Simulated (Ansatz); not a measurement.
Ideal-gas functions of C2Cl2F2, SMILES `F/C(Cl)=C(/F)Cl` at 400 K and 1 bar, from an Ansatz frequency run at PBE0-D4/def2-TZVP.

Molar mass 132.92 g/mol, point group C2h (symmetry number 2), electronic degeneracy 1, moments of inertia 116.859, 334.474, 451.332 u Å². Harmonic wavenumbers (cm⁻¹, unscaled): 135, 178, 293, 375, 433, 434, 577, 656, 906, 1220, 1256, 1789.

Use S(trans) = R[1.5 ln M + 2.5 ln T − 1.1517]; rotational temperatures θ = 24.2544 K / I; S(rot) = R[ln(√π/σ · √(T³/θAθBθC)) + 1.5]; for each mode x = 1.438777 ν̃/T, S = R[x/(eˣ − 1) − ln(1 − e⁻ˣ)] and H = RT x/(eˣ − 1); 1 cm⁻¹ = 0.0119627 kJ/mol; R = 8.31446 J/(mol·K).

**Question.** By hand: the entropy, in J/(mol·K).

**Answer.** Translation 175.9. Rotation: θ = 0.2076, 0.0725, 0.0537 K, giving 115.8. Vibration, mode by mode: 14.40, 12.16, 8.25, 6.43, 5.42, 5.41, 3.59, 2.87, 1.41, 0.56, 0.51, 0.10, in all 61.1. Electronic 0.0. Sum 352.8 J/(mol·K).

**Question.** By hand: H − E and G − E in kJ/mol, counted from the electronic energy.

**Answer.** Zero-point energy ½ × 8252 × 0.0119627 = 49.4; thermal vibration 13.8; translation, rotation and pV give 4 RT = 13.3. H − E = 76.5 kJ/mol, and G − E = 76.5 − 400 × 352.8/1000 = -64.6 kJ/mol.

Vibration gives 17 % of the entropy, 14.4 J/(mol·K) of it from the mode under 150 cm⁻¹: soft modes count most, and the harmonic formula is weakest for them.
